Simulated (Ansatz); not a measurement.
Relaxation of AlClFH2 (5 atoms, charge 0, multiplicity 2), to a largest force component of 0.03 eV/Å in at most 50 steps.

Computed with UKS r2SCAN-D4/def2-SVP in Ansatz 0.2.0.

```xyz
5
Properties=species:S:1:pos:R:3:forces:R:3
Al 0.000 0.000 -0.109 0.00 0.00 0.21
F 0.000 0.000 1.574 0.00 0.00 -0.13
H 1.414 0.000 -0.808 -0.01 0.00 0.00
H -1.414 0.000 -0.808 0.01 0.00 0.00
Cl 0.000 0.000 4.271 0.00 0.00 -0.09
```

Where does it end, and by what steps?

It converged. After 3 steps the energy has fallen by 0.006 eV; Cl5 moved furthest, 0.09 Å.

| step | energy less start (eV) | largest force component (eV/Å) | accepted |
| --- | --- | --- | --- |
| 0 | 0.0000 | 0.214 | yes |
| 1 | -0.0033 | 0.112 | yes |
| 2 | -0.0056 | 0.040 | yes |
| 3 | -0.0060 | 0.005 | yes |

```xyz
5
Properties=species:S:1:pos:R:3
Al 0.000 0.000 -0.086
F 0.000 0.000 1.590
H 1.414 0.000 -0.784
H -1.414 0.000 -0.784
Cl 0.000 0.000 4.185
```

Whether the end is a true minimum wasn't checked by a vibrational analysis.

Time of the run: 42 s on 2 threads of Arm Neoverse V2, on a shared host, peak memory 0.19 GiB.
